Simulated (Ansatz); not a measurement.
# BH2O (doublet): from Hartree-Fock to the top rungs at distance O2–H4 = 0.846 Å, cc-pVDZ

The task here is to estimate one member of a computed series from the others.

Method: cc-pVDZ, core rule «outside noble gas», up to 2 orbitals frozen; program: Ansatz 0.2.0, Gaussian basis.

To be run: UHF; CCSD(T) on ROHF; CCSD(T) on UHF; BCCD(T) on ROHF; CISD; CCSDT(Q) on ROHF; CCSDT(Q) on UHF; CASSCF and MRCISD+Q, 3 electrons in 3 orbitals; CASSCF and NEVPT2, 3 electrons in 3 orbitals.

39 further runs of the same task are left out: 12 for a known fault of the program, 3 for a mislabelled method, 19 that didn't finish, 5 set aside as unsound or not needed.

### What is computed

The geometry derives from a PBE0/def2-TZVP stationary point (not a proven minimum). One bond is set to the value named and the two fragments are kept rigid.

4 atoms, charge 0, spin multiplicity 2.

Atoms are counted from 1 here; the program's logs count them from 0.

Bond lengths: B1–O2 1.333 Å, B1–H3 1.201 Å, O2–H4 0.846 Å. Angles: O2–B1–H3 121.0°, B1–O2–H4 114.7°.

The first run:

in.yaml

```yaml
crystal:
  periodic: [false, false, false]
  atoms:
    - {symbol: B, position_ang: [0.000000, -0.241438, 0.738854]}
    - {symbol: O, position_ang: [0.000000, 0.157722, -0.533034]}
    - {symbol: H, position_ang: [0.000000, 0.555963, 1.636501]}
    - {symbol: H, position_ang: [0.000000, -0.469914, -1.100299]}
basis:
  gaussian: {orbitals: cc-pVDZ}
magnetization: {spin_polarized: true, initial_magnetization: 1}
hamiltonian: {xc: hf}
output: {orbitals: {seedname: orbitals}}
```

Started as:

```
> ansatz run in.yaml --threads 1 --pin off --events-out ev --progress --plain --max-ram 2393MiB
```

Steps of the session up to this table: UHF; CCSD(T) on ROHF; CCSD(T) on UHF; BCCD(T) on ROHF; CISD; CCSDT(Q) on ROHF; CCSDT(Q) on UHF; CASSCF and MRCISD+Q, 3 electrons in 3 orbitals; CASSCF and NEVPT2, 3 electrons in 3 orbitals.

One table of the session follows, with a row left open; its other results are not shown here.

```
     method  from UCCSDT(Q) (kcal/mol)
       ROHF                    +172.77
        UHF                    +171.99
       RMP2                     +15.61
       UMP2                     +15.48
       CISD                     +14.43
      RCCSD                      +4.47
      UCCSD                      +4.46
   RCCSD(T)                      +0.69
   UCCSD(T)                      +0.68
    BCCD(T)                          ?
     RCCSDT                      +0.35
     UCCSDT                      +0.34
  RCCSDT(Q)                      +0.05
  UCCSDT(Q)                          0
CASSCF pair                    +162.55
NEVPT2 pair                     +16.94
```

Q: Estimate the row for BCCD(T) from the others.

**Answer.** from UCCSDT(Q) (kcal/mol): +0.66. In the column «from UCCSDT(Q) (kcal/mol)» it lies between RCCSDT (+0.35) and UCCSD(T) (+0.68).

Not comparable, so not listed: CASSCF and MRCISD+Q, 3 electrons in 3 orbitals (they don't share determinant, frozen orbitals or solution with the rows shown, or repeat one).

To keep in mind: Restricted and unrestricted rows rest on different reference determinants; where their highest levels disagree by more than a few hundredths of an eV, they describe different states and don't form one ladder. Warnings in the runs' records: passed over end.
